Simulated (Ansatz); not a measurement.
We consider BiTeI (P3m1, No. 156; cell taken from a computed entry), described by LDA (Ansatz, an electronic-structure program, PAW).

Settings: plane-wave cutoff 520 eV, 12×12×6 k mesh (along the axes of the cell as run), Fermi–Dirac smearing 0.01 eV, scalar-relativistic PAW data made under PBE.

Cell (relaxed with PBEsol):

Space group P3m1 (No. 156); a = b = 4.3355 Å, c = 6.8802 Å, α = β = 90.00°, γ = 120.00°

| atom | site | symmetry | x | y | z |
|---|---|---|---|---|---|
| Bi | 1a | 3m. | 0.0000 | 0.0000 | 0.9216 |
| Te | 1c | 3m. | 0.6667 | 0.3333 | 0.6738 |
| I | 1b | 3m. | 0.3333 | 0.6667 | 0.2239 |

**Question.** Predict the band gap, smallest direct gap on the k points sampled and direct gap at Γ.

**Answer.** 
- band gap = 1.08 eV
- smallest direct gap on the k points sampled = 1.11 eV
- direct gap at Γ = 2.39 eV

Note: cell and atoms aren't relaxed at this level (pressure -1.1 GPa); this cell isn't known to be the ambient phase, and symmetry holds it in the calculation.

Spin–orbit coupling is not included; with these elements it can move the gap by several tenths of an eV or more.

Static lattice: no zero-point or thermal effects.

It cost very roughly 60 core-seconds of CPU time.
